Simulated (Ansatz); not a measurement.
# BSiH₂ (quartet): from Hartree-Fock to the top rungs at distance Si1–B2 = 1.755 Å, cc-pVDZ

How much of the correlation energy of BSiH₂ (quartet) does each wave-function method recover here?

Computed with Ansatz 0.2.0, Gaussian basis. Level: cc-pVDZ, core rule «outside noble gas», up to 6 orbitals frozen.

To be run: UHF; CCSD(T) on ROHF; CCSD(T) on UHF; BCCD(T) on ROHF; CISD as a restricted active space (open shells left free, so some higher excitations enter); CCSDT(Q) on ROHF; CCSDT(Q) on UHF; CCSDTQ on ROHF; CASSCF and MRCISD+Q, 5 electrons in 5 orbitals; CASSCF and NEVPT2, 5 electrons in 5 orbitals; CASSCF and MRCISD+Q, 9 electrons in 10 orbitals; CASSCF and NEVPT2, 9 electrons in 10 orbitals.

### 1 The geometry

The geometry derives from a PBE0/def2-TZVP stationary point (not a proven minimum). One bond is set to the value named and the two fragments are kept rigid.

4 atoms, charge 0, spin multiplicity 4.

Atoms are counted from 1 here; the program's logs count them from 0.

Bond lengths: Si1–B2 1.755 Å, B2–H3 1.191 Å, B2–H4 1.191 Å. Angles: Si1–B2–H3 115.4°, Si1–B2–H4 115.4°, H3–B2–H4 129.2°.

### 2 UHF

Input file in.yaml:

```yaml
crystal:
  periodic: [false, false, false]
  atoms:
    - {symbol: Si, position_ang: [0.000000, 0.000000, 0.575410]}
    - {symbol: B, position_ang: [0.000000, 0.000000, -1.179590]}
    - {symbol: H, position_ang: [0.000000, -1.075954, -1.690641]}
    - {symbol: H, position_ang: [0.000000, 1.075954, -1.690641]}
basis:
  gaussian: {orbitals: cc-pVDZ}
magnetization: {spin_polarized: true, initial_magnetization: 3}
hamiltonian: {xc: hf}
output: {orbitals: {seedname: orbitals}}
```

The run is started by

```console
ansatz run in.yaml --threads 1 --pin off --events-out ev --progress --plain --max-ram 4096MiB --backend cpu
```

The runs that follow: CCSD(T) on ROHF; CCSD(T) on UHF; BCCD(T) on ROHF; CISD as a restricted active space (open shells left free, so some higher excitations enter); CCSDT(Q) on ROHF; CCSDT(Q) on UHF; CCSDTQ on ROHF; CASSCF and MRCISD+Q, 5 electrons in 5 orbitals; CASSCF and NEVPT2, 5 electrons in 5 orbitals; CASSCF and MRCISD+Q, 9 electrons in 10 orbitals; CASSCF and NEVPT2, 9 electrons in 10 orbitals.

Before running them: what should the planned runs give, taken together? Wanted: RCCSDTQ from the RHF energy; RMP2 from RCCSDTQ; UMP2 from RCCSDTQ; RCCSD from RCCSDTQ; RCCSD(T) from RCCSDTQ; UCCSD(T) from RCCSDTQ; RCCSDT(Q) from RCCSDTQ; UCCSDT(Q) from RCCSDTQ; NEVPT2 pair from RCCSDTQ.

**Answer**, as computed:

```
                         quantity                                                                      value
      RCCSDTQ from the ROHF energy                                                                 -4.7846 eV
                RMP2 from RCCSDTQ                                                                +1077.4 meV
                UMP2 from RCCSDTQ                                                                +1074.3 meV
               RCCSD from RCCSDTQ                                                                 +195.2 meV
            RCCSD(T) from RCCSDTQ                                                                  +43.8 meV
            UCCSD(T) from RCCSDTQ                                                                  +43.3 meV
           RCCSDT(Q) from RCCSDTQ                                                                   +0.9 meV
           UCCSDT(Q) from RCCSDTQ                                                                   +0.5 meV
         NEVPT2 pair from RCCSDTQ                                                                +1163.7 meV
       MRCISD+Q pair from RCCSDTQ                                                                  +68.8 meV
      NEVPT2 valence from RCCSDTQ                                                                 +860.5 meV
levels within 1 kcal/mol (43 meV)  UCCSD(T), BCCD(T), RCCSDT, UCCSDT, RCCSDT(Q), UCCSDT(Q), MRCISD+Q valence
                    T1 diagnostic                                                                      0.036
   effectively unpaired electrons                                                                       3.02
```

In words: RCCSD(T) lands +43.8 meV from the yardstick (0.9 % of the correlation energy). One determinant dominates. Of the multireference levels listed MRCISD+Q valence comes nearest in total energy (+31.6 meV), which doesn't show that its space is the better one. These misses are within one basis, not against nature; the frozen cores of restricted and unrestricted runs differ, which can shift their rows.

With open shells the CI space here admits some higher excitations, so it is larger than plain CISD.
